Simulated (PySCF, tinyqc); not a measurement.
RKS/PBE0 in the sto-3g basis, for CH+, spin multiplicity 1, step by step. The lowest restricted solution is unstable here: a spin-polarised one lies 0.0071 hartree lower (PySCF). Computed by tinyqc, a small Python program that keeps every step (integrals from PySCF). Settings: charge = 1, multiplicity = 1, basis = sto-3g, energy threshold = 1e-09, iteration cap = 74, orthogonalisation = symmetric, start = highest core orbitals, DIIS depth = 0, damping = 0.7, method = RKS, functional = pbe0, grid = [10, 50]. Command: `OMP_NUM_THREADS=1 python tinyqc.py 30541 30542 out.jsonl` (the two numbers bound the seeds that draw the settings). One thread of a shared host (Intel(R) Xeon(R) Processor @ 2.60GHz), about 0.6 s of CPU time with the checks. Later iterations appear only in the table of the cycle.

## One-electron integrals

Geometry (angstrom):
```
atom       x       y       z
C     0.0000  0.0000  0.0000
H     0.0000  0.0000  1.0230
```

Basis sto-3g: exponents (1/bohr^2) and contraction coefficients of normalised primitives:
```
element  l (shell)  exponent  coefficient
C            s (1)   71.6168       0.1543
C            s (1)   13.0451       0.5353
C            s (1)    3.5305       0.4446
C            s (2)    2.9412      -0.1000
C            s (2)    0.6835       0.3995
C            s (2)    0.2223       0.7001
C            p (3)    2.9412       0.1559
C            p (3)    0.6835       0.6077
C            p (3)    0.2223       0.3920
H            s (1)    3.4253       0.1543
H            s (1)    0.6239       0.5353
H            s (1)    0.1689       0.4446
```

Overlap, kinetic and nuclear-attraction integrals over the contracted functions; the nuclear repulsion is the sum of Za Zb / Rab.

nuclear repulsion = 3.103679 hartree

overlap S, lower triangle:
```
         1C 1s   1C 2s  1C 2px  1C 2py  1C 2pz   2H 1s
1C 1s   1.0000
1C 2s   0.2484  1.0000
1C 2px  0.0000  0.0000  1.0000
1C 2py  0.0000  0.0000  0.0000  1.0000
1C 2pz  0.0000  0.0000  0.0000  0.0000  1.0000
2H 1s   0.0728  0.5299  0.0000  0.0000  0.4891  1.0000
```

kinetic energy T (hartree), lower triangle:
```
          1C 1s   1C 2s  1C 2px  1C 2py  1C 2pz   2H 1s
1C 1s   15.8911
1C 2s   -0.0859  0.4722
1C 2px   0.0000  0.0000  1.4777
1C 2py   0.0000  0.0000  0.0000  1.4777
1C 2pz   0.0000  0.0000  0.0000  0.0000  1.4777
2H 1s   -0.0072  0.1301  0.0000  0.0000  0.3039  0.7600
```

nuclear attraction V (hartree), lower triangle:
```
           1C 1s    1C 2s   1C 2px   1C 2py   1C 2pz    2H 1s
1C 1s   -34.1700
1C 2s    -4.3207  -5.6875
1C 2px    0.0000   0.0000  -5.5984
1C 2py    0.0000   0.0000   0.0000  -5.5984
1C 2pz   -0.0192  -0.1890   0.0000   0.0000  -5.7411
2H 1s    -1.2984  -2.6628   0.0000   0.0000  -2.3368  -4.2432
```

core Hamiltonian H = T + V (hartree), lower triangle:
```
           1C 1s    1C 2s   1C 2px   1C 2py   1C 2pz    2H 1s
1C 1s   -18.2789
1C 2s    -4.4066  -5.2152
1C 2px    0.0000   0.0000  -4.1207
1C 2py    0.0000   0.0000   0.0000  -4.1207
1C 2pz   -0.0192  -0.1890   0.0000   0.0000  -4.2634
2H 1s    -1.3055  -2.5327   0.0000   0.0000  -2.0330  -3.4831
```

## Two-electron integrals

Functions are numbered as in S; the eight-fold symmetry (ij|kl) = (ji|kl) = (kl|ij) leaves the list below.

Two-electron integrals (ij|kl) in chemists' order, unique and non-zero (hartree):
```
(11|11) 3.5419   (21|11) 0.5769   (21|21) 0.1119   (22|11) 0.8547
(22|21) 0.2053   (22|22) 0.6247   (31|31) 0.0203   (32|31) 0.0309
(32|32) 0.1380   (33|11) 0.8524   (33|21) 0.2053   (33|22) 0.6246
(33|33) 0.6728   (41|41) 0.0203   (42|41) 0.0309   (42|42) 0.1380
(43|43) 0.0363   (44|11) 0.8524   (44|21) 0.2053   (44|22) 0.6246
(44|33) 0.6003   (44|44) 0.6728   (51|51) 0.0203   (52|51) 0.0309
(52|52) 0.1380   (53|53) 0.0363   (54|54) 0.0363   (55|11) 0.8524
(55|21) 0.2053   (55|22) 0.6246   (55|33) 0.6003   (55|44) 0.6003
(55|55) 0.6728   (61|11) 0.1710   (61|21) 0.0329   (61|22) 0.0601
(61|33) 0.0599   (61|44) 0.0599   (61|51) 0.0020   (61|52) 0.0037
(61|55) 0.0606   (61|61) 0.0099   (62|11) 0.3685   (62|21) 0.0895
(62|22) 0.2949   (62|33) 0.2882   (62|44) 0.2882   (62|51) 0.0085
(62|52) 0.0558   (62|55) 0.3079   (62|61) 0.0274   (62|62) 0.1751
(63|31) 0.0096   (63|32) 0.0490   (63|53) 0.0112   (63|63) 0.0230
(64|41) 0.0096   (64|42) 0.0490   (64|54) 0.0112   (64|64) 0.0230
(65|11) 0.2982   (65|21) 0.0734   (65|22) 0.2565   (65|33) 0.2435
(65|44) 0.2435   (65|51) 0.0157   (65|52) 0.0945   (65|55) 0.2823
(65|61) 0.0236   (65|62) 0.1814   (65|65) 0.2074   (66|11) 0.5017
(66|21) 0.1239   (66|22) 0.4600   (66|33) 0.4355   (66|44) 0.4355
(66|51) 0.0159   (66|52) 0.1357   (66|55) 0.5084   (66|61) 0.0386
(66|62) 0.3329   (66|65) 0.3826   (66|66) 0.7746
```

## Orthogonalisation

S = U s U^T; symmetric (Loewdin) form X = U s^(-1/2) U^T, so that X^T S X = 1.

eigenvalues of S: 0.2699  0.8186  1.0000  1.0000  1.1454  1.7661

X, lower triangle:
```
          1C 1s    1C 2s  1C 2px  1C 2py   1C 2pz   2H 1s
1C 1s    1.0258
1C 2s   -0.1443   1.2091
1C 2px   0.0000   0.0000  1.0000
1C 2py   0.0000   0.0000  0.0000  1.0000
1C 2pz  -0.0136   0.1673  0.0000  0.0000   1.1515
2H 1s    0.0277  -0.4240  0.0000  0.0000  -0.3850  1.3308
```

## Starting guess

The start is the highest orbitals of the core Hamiltonian (a deliberately bad start); D = 2 C_occ C_occ^T.

D at the start, lower triangle:
```
          1C 1s    1C 2s  1C 2px  1C 2py   1C 2pz   2H 1s
1C 1s    0.0071
1C 2s   -0.0797   0.8960
1C 2px   0.0000   0.0000  2.0000
1C 2py   0.0000   0.0000  0.0000  2.0000
1C 2pz  -0.0674   0.7574  0.0000  0.0000   0.6403
2H 1s    0.1701  -1.9115  0.0000  0.0000  -1.6159  4.0782
```

## Iteration 1: exchange-correlation on the grid

Becke grid with 10 radial and 50 angular points per atom, points of zero weight dropped. rho = sum D_ij phi_i phi_j; V_xc,ij = sum w v_xc phi_i phi_j plus the gradient terms; v_xc is d(rho eps)/d rho at fixed gradient. Exact exchange is left to K.

The 12 grid points with the largest w rho, of 993 (bohr, atomic units):
```
x              y       z       w     rho  |grad rho|^2   eps_xc     v_xc
1.0290    1.0290  0.0000  0.4695  0.1439        0.0804  -0.3464  -0.4395
1.0290   -1.0290  0.0000  0.4695  0.1439        0.0804  -0.3464  -0.4395
-1.0290   1.0290  0.0000  0.4695  0.1439        0.0804  -0.3464  -0.4395
-1.0290  -1.0290  0.0000  0.4695  0.1439        0.0804  -0.3464  -0.4395
1.3164    0.4388  0.4388  0.4119  0.1337        0.0762  -0.3395  -0.4272
0.4388    1.3164  0.4388  0.4119  0.1337        0.0762  -0.3395  -0.4272
1.3164   -0.4388  0.4388  0.4119  0.1337        0.0762  -0.3395  -0.4272
-0.4388   1.3164  0.4388  0.4119  0.1337        0.0762  -0.3395  -0.4272
0.4388   -1.3164  0.4388  0.4119  0.1337        0.0762  -0.3395  -0.4272
-1.3164   0.4388  0.4388  0.4119  0.1337        0.0762  -0.3395  -0.4272
-0.4388  -1.3164  0.4388  0.4119  0.1337        0.0762  -0.3395  -0.4272
-1.3164  -0.4388  0.4388  0.4119  0.1337        0.0762  -0.3395  -0.4272
```

electrons on the grid, sum of w rho = 6.0139

E_xc = sum of w rho eps_xc = -2.043527 hartree

V_xc (hartree), lower triangle:
```
          1C 1s    1C 2s   1C 2px   1C 2py   1C 2pz    2H 1s
1C 1s   -0.4031
1C 2s   -0.1226  -0.3989
1C 2px   0.0000   0.0000  -0.4274
1C 2py   0.0000   0.0000   0.0000  -0.4274
1C 2pz   0.0013  -0.0200   0.0000   0.0000  -0.3499
2H 1s   -0.0349  -0.2037   0.0000   0.0000  -0.1903  -0.4201
```

## Iteration 1: building the Kohn-Sham matrix

J_ij = sum D_kl (ij|kl), K_ij = sum D_kl (ik|jl); F = H + J - 0.125 K + V_xc; E = tr D H + tr D J / 2 - 0.0625 tr D K + E_xc + E_nn.

Coulomb J (hartree), lower triangle:
```
         1C 1s   1C 2s  1C 2px  1C 2py  1C 2pz   2H 1s
1C 1s   4.3864
1C 2s   1.0603  3.3712
1C 2px  0.0000  0.0000  3.3711
1C 2py  0.0000  0.0000  0.0000  3.3711
1C 2pz  0.0263  0.2410  0.0000  0.0000  3.3696
2H 1s   0.3135  1.7970  0.0000  0.0000  1.7206  3.3300
```

exchange K (hartree), lower triangle:
```
          1C 1s   1C 2s  1C 2px  1C 2py  1C 2pz   2H 1s
1C 1s    0.0937
1C 2s    0.1283  0.6053
1C 2px   0.0000  0.0000  1.4335
1C 2py   0.0000  0.0000  0.0000  1.4335
1C 2pz  -0.0032  0.0680  0.0000  0.0000  0.2721
2H 1s    0.0310  0.3973  0.0000  0.0000  0.3784  1.3119
```

Kohn-Sham matrix F (hartree), lower triangle:
```
           1C 1s    1C 2s   1C 2px   1C 2py   1C 2pz    2H 1s
1C 1s   -14.3074
1C 2s    -3.4850  -2.3186
1C 2px    0.0000   0.0000  -1.3562
1C 2py    0.0000   0.0000   0.0000  -1.3562
1C 2pz    0.0088   0.0236   0.0000   0.0000  -1.2777
2H 1s    -1.0308  -0.9889   0.0000   0.0000  -0.5500  -0.7373
```

total energy of this density = -11.433054 hartree

This density is the starting one.

## Iteration 1: diagonalisation and new density

Diagonalise F' = X^T F X, C = X C', fill 3 alpha and 3 beta electrons from the bottom; D = 2 C_occ C_occ^T; the new density keeps 0.7 of the old one (damping). Each column has its largest component positive (the first on a tie).

F' = X^T F X (hartree), lower triangle:
```
          1        2        3        4        5        6
1  -14.1222
2   -1.5075  -1.6647
3    0.0000   0.0000  -1.3562
4    0.0000   0.0000   0.0000  -1.3562
5    0.0120   0.0810   0.0000   0.0000  -1.2420
6   -0.2444  -0.3691   0.0000   0.0000  -0.2112  -0.2298
```

orbital energies (hartree): MO1 -14.3079, MO2 -1.5716, MO3 -1.3562, MO4 -1.3562, MO5 -1.2838, MO6 -0.0954

coefficients C:
```
            MO1      MO2     MO3      MO4      MO5      MO6
1C 1s    1.0017  -0.2545  0.0000   0.0000  -0.0203   0.0735
1C 2s   -0.0082   1.0691  0.0000   0.0000   0.1208  -0.7299
1C 2px   0.0000   0.0000  0.9891  -0.1471   0.0000   0.0000
1C 2py   0.0000   0.0000  0.1471   0.9891   0.0000   0.0000
1C 2pz  -0.0029  -0.0237  0.0000   0.0000   1.0522  -0.6282
2H 1s    0.0046  -0.0733  0.0000   0.0000  -0.1166   1.4425
```

D after iteration 1, lower triangle:
```
          1C 1s    1C 2s  1C 2px  1C 2py   1C 2pz   2H 1s
1C 1s    0.6459
1C 2s   -0.2240   1.3131
1C 2px   0.0000   0.0000  1.9870
1C 2py   0.0000   0.0000  0.0873  1.4130
1C 2pz  -0.0453   0.5150  0.0000  0.0000   0.4485
2H 1s    0.1330  -1.3851  0.0000  0.0000  -1.1301  2.8580
```

Within a degenerate level the vectors are fixed only up to a rotation; this is one choice.

## Iteration 2: exchange-correlation on the grid

As before.

The 12 grid points with the largest w rho, of 993 (bohr, atomic units):
```
x              y        z       w     rho  |grad rho|^2   eps_xc     v_xc
1.0290    1.0290   0.0000  0.4695  0.1428        0.0810  -0.3458  -0.4379
-1.0290  -1.0290   0.0000  0.4695  0.1428        0.0810  -0.3458  -0.4379
1.0290   -1.0290   0.0000  0.4695  0.1307        0.0682  -0.3368  -0.4253
-1.0290   1.0290   0.0000  0.4695  0.1307        0.0682  -0.3368  -0.4253
-1.3164  -0.4388   0.4388  0.4119  0.1449        0.0887  -0.3476  -0.4387
1.3164    0.4388   0.4388  0.4119  0.1449        0.0887  -0.3476  -0.4387
1.3164    0.4388  -0.4388  0.4202  0.1419        0.0812  -0.3451  -0.4366
-1.3164  -0.4388  -0.4388  0.4202  0.1419        0.0812  -0.3451  -0.4366
-1.3164   0.4388   0.4388  0.4119  0.1383        0.0814  -0.3428  -0.4319
1.3164   -0.4388   0.4388  0.4119  0.1383        0.0814  -0.3428  -0.4319
1.3164   -0.4388  -0.4388  0.4202  0.1352        0.0743  -0.3403  -0.4297
-1.3164   0.4388  -0.4388  0.4202  0.1352        0.0743  -0.3403  -0.4297
```

electrons on the grid, sum of w rho = 6.0036

E_xc = sum of w rho eps_xc = -2.375177 hartree

V_xc (hartree), lower triangle:
```
          1C 1s    1C 2s   1C 2px   1C 2py   1C 2pz    2H 1s
1C 1s   -1.2493
1C 2s   -0.1946  -0.4057
1C 2px   0.0000   0.0000  -0.4348
1C 2py   0.0000   0.0000  -0.0029  -0.4155
1C 2pz  -0.0007  -0.0110   0.0000   0.0000  -0.3653
2H 1s   -0.0576  -0.1992   0.0000   0.0000  -0.1801  -0.3886
```

## Iteration 2: building the Kohn-Sham matrix

As before.

Coulomb J (hartree), lower triangle:
```
         1C 1s   1C 2s  1C 2px  1C 2py  1C 2pz   2H 1s
1C 1s   6.2167
1C 2s   1.3314  3.6179
1C 2px  0.0000  0.0000  3.6448
1C 2py  0.0000  0.0000  0.0063  3.6032
1C 2pz  0.0169  0.1601  0.0000  0.0000  3.5997
2H 1s   0.3930  1.8234  0.0000  0.0000  1.6754  3.1568
```

exchange K (hartree), lower triangle:
```
          1C 1s   1C 2s  1C 2px  1C 2py  1C 2pz   2H 1s
1C 1s    2.2322
1C 2s    0.4549  0.9131
1C 2px   0.0000  0.0000  1.4919
1C 2py   0.0000  0.0000  0.0556  1.1265
1C 2pz  -0.0035  0.0239  0.0000  0.0000  0.3026
2H 1s    0.1304  0.4747  0.0000  0.0000  0.2908  1.0171
```

Kohn-Sham matrix F (hartree), lower triangle:
```
           1C 1s    1C 2s   1C 2px   1C 2py   1C 2pz    2H 1s
1C 1s   -13.5905
1C 2s    -3.3267  -2.1171
1C 2px    0.0000   0.0000  -1.0971
1C 2py    0.0000   0.0000  -0.0035  -1.0739
1C 2pz   -0.0026  -0.0428   0.0000   0.0000  -1.0667
2H 1s    -0.9864  -0.9679   0.0000   0.0000  -0.5741  -0.8421
```

total energy of this density = -19.980223 hartree

This density is a damped mixture and is not idempotent.

## Iteration 2: diagonalisation and new density

As before.

F' = X^T F X (hartree), lower triangle:
```
          1        2        3        4        5        6
1  -13.4083
2   -1.4654  -1.4625
3    0.0000   0.0000  -1.0971
4    0.0000   0.0000  -0.0035  -1.0739
5    0.0031   0.0527   0.0000   0.0000  -0.9789
6   -0.2266  -0.3604   0.0000   0.0000  -0.2613  -0.3683
```

orbital energies (hartree): MO1 -13.5908, MO2 -1.3942, MO3 -1.0976, MO4 -1.0734, MO5 -1.0630, MO6 -0.1699

coefficients C:
```
            MO1      MO2     MO3      MO4      MO5      MO6
1C 1s    1.0013  -0.2502  0.0000   0.0000   0.0372   0.0864
1C 2s   -0.0061   1.0244  0.0000   0.0000  -0.1735  -0.7817
1C 2px   0.0000   0.0000  0.9892  -0.1468   0.0000   0.0000
1C 2py   0.0000   0.0000  0.1468   0.9892   0.0000   0.0000
1C 2pz  -0.0015   0.1325  0.0000   0.0000   0.9562  -0.7553
2H 1s    0.0035  -0.0019  0.0000   0.0000   0.0695   1.4474
```

D after iteration 2, lower triangle:
```
          1C 1s    1C 2s  1C 2px  1C 2py   1C 2pz   2H 1s
1C 1s    1.0912
1C 2s   -0.3143   1.5488
1C 2px   0.0000   0.0000  1.9780
1C 2py   0.0000   0.0000  0.1482  1.0020
1C 2pz  -0.0525   0.4419  0.0000  0.0000   0.3245
2H 1s    0.0955  -0.9708  0.0000  0.0000  -0.7912  2.0006
```

## Iteration 66 (converged): orbitals

converged F (hartree), lower triangle:
```
           1C 1s    1C 2s   1C 2px   1C 2py   1C 2pz    2H 1s
1C 1s   -10.7142
1C 2s    -2.9053  -1.7519
1C 2px    0.0000   0.0000  -0.5382
1C 2py    0.0000   0.0000   0.0000  -0.5382
1C 2pz   -0.0190  -0.1362   0.0000   0.0000  -0.7291
2H 1s    -0.8643  -0.9072   0.0000   0.0000  -0.6146  -0.8991
```

Diagonalise F' = X^T F X, C = X C', fill 3 alpha and 3 beta electrons from the bottom; D = 2 C_occ C_occ^T. Each column has its largest component positive (the first on a tie).

F' = X^T F X (hartree), lower triangle:
```
          1        2        3        4        5        6
1  -10.4922
2   -1.4709  -1.0952
3    0.0000   0.0000  -0.5382
4    0.0000   0.0000   0.0000  -0.5382
5   -0.0271   0.0382   0.0000   0.0000  -0.5370
6   -0.1516  -0.3916   0.0000   0.0000  -0.4015  -0.4095
```

orbital energies (hartree): MO1 -10.7214, MO2 -1.1253, MO3 -0.7294, MO4 -0.5382, MO5 -0.5382, MO6 0.0423

coefficients C:
```
            MO1      MO2      MO3     MO4      MO5      MO6
1C 1s    0.9923  -0.2263  -0.1591  0.0000   0.0000   0.1133
1C 2s    0.0328   0.7328   0.6935  0.0000   0.0000  -0.8195
1C 2px   0.0000   0.0000   0.0000  0.9891  -0.1470   0.0000
1C 2py   0.0000   0.0000   0.0000  0.1470   0.9891   0.0000
1C 2pz   0.0074   0.2908  -0.6661  0.0000   0.0000  -0.9870
2H 1s   -0.0110   0.3068  -0.3555  0.0000   0.0000   1.3708
```

D after iteration 66, lower triangle:
```
          1C 1s    1C 2s  1C 2px  1C 2py  1C 2pz   2H 1s
1C 1s    2.1223
1C 2s   -0.4871   2.0379
1C 2px   0.0000   0.0000  0.0000
1C 2py   0.0000   0.0000  0.0000  0.0000
1C 2pz   0.0950  -0.4971  0.0000  0.0000  1.0565
2H 1s   -0.0476  -0.0440  0.0000  0.0000  0.6518  0.4413
```

Within a degenerate level the vectors are fixed only up to a rotation; this is one choice.

## Convergence

Stop when the energy changes by less than 1e-09 hartree and every element of the error matrix X^T (F D S - S D F) X is below 9e-06.

Course of the cycle:
```
iteration  E (hartree)     change  largest element of the error matrix
1           -11.433054          -                             1.49e-01
2           -19.980223  -8.55e+00                             2.33e-01
3           -25.553871  -5.57e+00                             2.28e-01
4           -29.243803  -3.69e+00                             1.83e-01
5           -31.766538  -2.52e+00                             1.29e-01
6           -33.512167  -1.75e+00                             8.16e-02
7           -34.724040  -1.21e+00                             4.75e-02
8           -35.567719  -8.44e-01                             4.48e-02
9           -36.156202  -5.88e-01                             3.99e-02
10          -36.567197  -4.11e-01                             3.40e-02
11          -36.854470  -2.87e-01                             2.82e-02
12          -37.055368  -2.01e-01                             2.29e-02
13          -37.195909  -1.41e-01                             1.82e-02
14          -37.294248  -9.83e-02                             1.43e-02
...                ...        ...                                  ...
53          -37.523587  -8.94e-08                             7.77e-08
54          -37.523587  -6.26e-08                             5.57e-08
55          -37.523587  -4.38e-08                             4.00e-08
56          -37.523587  -3.07e-08                             2.87e-08
57          -37.523587  -2.15e-08                             2.06e-08
58          -37.523587  -1.50e-08                             1.47e-08
59          -37.523587  -1.05e-08                             1.06e-08
60          -37.523587  -7.36e-09                             7.56e-09
61          -37.523587  -5.15e-09                             5.41e-09
62          -37.523587  -3.61e-09                             3.87e-09
63          -37.523587  -2.52e-09                             2.77e-09
64          -37.523587  -1.77e-09                             1.98e-09
65          -37.523587  -1.24e-09                             1.42e-09
66          -37.523587  -8.66e-10                             1.01e-09
```

PySCF RKS in the same basis, fine grid = -37.552527 hartree

Converged in 66 iterations. The coarse grid moves the energy by +2.89e-02 hartree.

## Populations, bond orders and dipole

Mulliken: Z minus the diagonal of D S on the atom; Loewdin: the same with S^(1/2) D S^(1/2); Mayer order: 2 sum_s sum (D(s) S)_ij (D(s) S)_ji over the two atoms.

Charges (e):
```
atom  Mulliken  Loewdin
1C      0.7333   0.8311
2H      0.2667   0.1689
```

Mayer bond orders:
```
pair   order
2-1   0.9289
```

dipole moment about the origin, x y z (debye): 0.0000  0.0000  2.0768
